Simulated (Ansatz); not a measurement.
`CC1=NCO1` + HCl → `ClC1=NCO1` + CH₄ at 500 K and 1 bar (substitution at a C–C bond).

Program: Ansatz. Geometries: PBE0-D4/def2-TZVP. ΔE: electronic, gas phase. CBS: MP2 limit from def2 TZ/QZ plus the TZ coupled-cluster correction, frozen cores. This one scheme is used for every species.

| species | CCSD(T)/CBS energy (Eh) | H − E (kJ/mol) | S (J/(mol·K)) |
| --- | --- | --- | --- |
| `CC1=NCO1` | -246.98712 | 244.7 | 343.3 |
| HCl | -460.38127 | 32.5 | 201.9 |
| `ClC1=NCO1` | -666.89002 | 142.8 | 330.1 |
| CH₄ | -40.46206 | 135.6 | 206.8 |

H − E and S are ideal-gas, rigid-rotor, harmonic terms from PBE0-D4/def2-TZVP. 1 Eh = 2625.50 kJ/mol, R = 8.31446 J/(mol·K).

Question: By hand: ΔE, ΔH, ΔS and ΔG.

Answer: ΔE = (-666.89002) + (-40.46206) − (-246.98712) − (-460.38127) = 0.01631 Eh = 42.8 kJ/mol. Δ(H − E) = 142.8 + 135.6 − 244.7 − 32.5 = 1.2, so ΔH = 44.0 kJ/mol. ΔS = 330.1 + 206.8 − 343.3 − 201.9 = -8.3 J/(mol·K). ΔG = 44.0 − 500 × (-8.3)/1000 = 48.1 kJ/mol.

Question: By hand: the equilibrium constant, and the temperature at which ΔG would vanish if ΔH and ΔS stayed fixed.

Answer: log₁₀ K = −ΔG/(RT ln 10) = -5.0. ΔH and −TΔS have one sign here, so there is no such temperature.

The number of gas molecules stays the same, so ΔS is small and ΔH decides. A doubt of 5 kJ/mol in ΔE shifts log₁₀ K by 0.5 here. These are equilibria of isolated gas molecules and say nothing of rates. Largest T1 diagnostic: 0.014 (customary marks: 0.02 for closed shells, 0.045 for open ones).
